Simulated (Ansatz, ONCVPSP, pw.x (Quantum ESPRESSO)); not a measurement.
# Si (Z = 14): does the ONCV potential hold in the solid?

```json
{"Element": "Si", "Generator": "ONCVPSP 4.0.1.1 (patched build)", "Type": "optimised norm-conserving Vanderbilt (ONCV)", "Functional": "PBE", "Relativity": "scalar-relativistic", "Frozen core": "[Ne]", "Valence charge": "4", "Reference configuration": "3s2 3p2", "Partial waves": "3s: rc 1.70 bohr, ncon 4, nbas 9, qcut 4.7 1/bohr, 2 projectors, debl 1.2 Ha; 3p: rc 2.15 bohr, ncon 4, nbas 9, qcut 3.7 1/bohr, 1 projector; d scattering state at 0.26 Ha: rc 2.10 bohr, ncon 3, nbas 6, qcut 4.7 1/bohr, 2 projectors, debl 2 Ha", "Local potential": "polynomial inside 1.35 bohr (lpopt 1, dvloc0 0 Ha)", "Core correction": "Teter function fitted to the true core (icmod 2), fcfact 0.4"}
```

Atomic tests: cutoffs needed: 8.1 Ha and 10 Ha (the cutoffs (Ha) at which the residual kinetic energy of the hardest occupied pseudo-wave falls to 1 and 0.1 mHa per electron) The cutoffs count occupied waves only; projector 2 of the d channel, the hardest unoccupied one, needs 25 Ha at the loose tolerance.; ghost test: no bound ghost flagged; GHOST(+) flagged for s at 124.0 eV; largest excitation error: +87 meV (all-electron minus pseudo) for 3s1 3p0, out of 4 test configurations.

Crystal test: diamond Si in pw.x 7.5, no spin, 8³ k-points, Fermi–Dirac smearing 0.01 Ry, cutoffs 50/200 Ry. The reference is all-electron LAPW (Ansatz 0.2.0) with the same functional, mesh and smearing; V0 and B0 come from Birch–Murnaghan fits to the pressures at five volumes. Errors are pseudo minus all-electron; Δ is the rms difference of the E(V) curves that follow from these fits, minima aligned, over ±6 % about the mean V0. Mesh and smearing are coarse, so the numbers serve the comparison and aren't converged zero-temperature values; the lattice is a test structure that the element need not adopt.

All-electron: a0 = 5.469 Å (V0 = 20.45 Å³/atom), B0 = 88.5 GPa.

**Question.** How far does the potential miss the all-electron equation of state?

**Answer.** mean pressure error (GPa): -0.56; a0 (Å): 5.458; a0 error (%): -0.21; B0 error (%): -0.0; Δ (meV/atom): 2.5.

| V (Å³/atom) | P all-electron (GPa) | P pseudo (GPa) |
| --- | --- | --- |
| 19.440 | 5.01 | 4.32 |
| 19.951 | 2.31 | 1.70 |
| 20.463 | -0.05 | -0.60 |
| 20.975 | -2.12 | -2.61 |
| 21.486 | -3.93 | -4.37 |

**Question.** At the middle volume, how do free energy and pressure move when the wave cutoff is lowered (ecutrho kept at four times it)?

**Answer.**

```csv
cutoff (Ry),shift of F (meV/atom),shift of P (GPa)
22,+2.8,-0.06
30,+1.2,+0.01
40,+0.6,+0.01
```

The run at the middle volume (29 k-points, 7 iterations) took about 14 s on one core of a shared host (Neoverse-N1, 64 threads, 124 GiB, load 51).
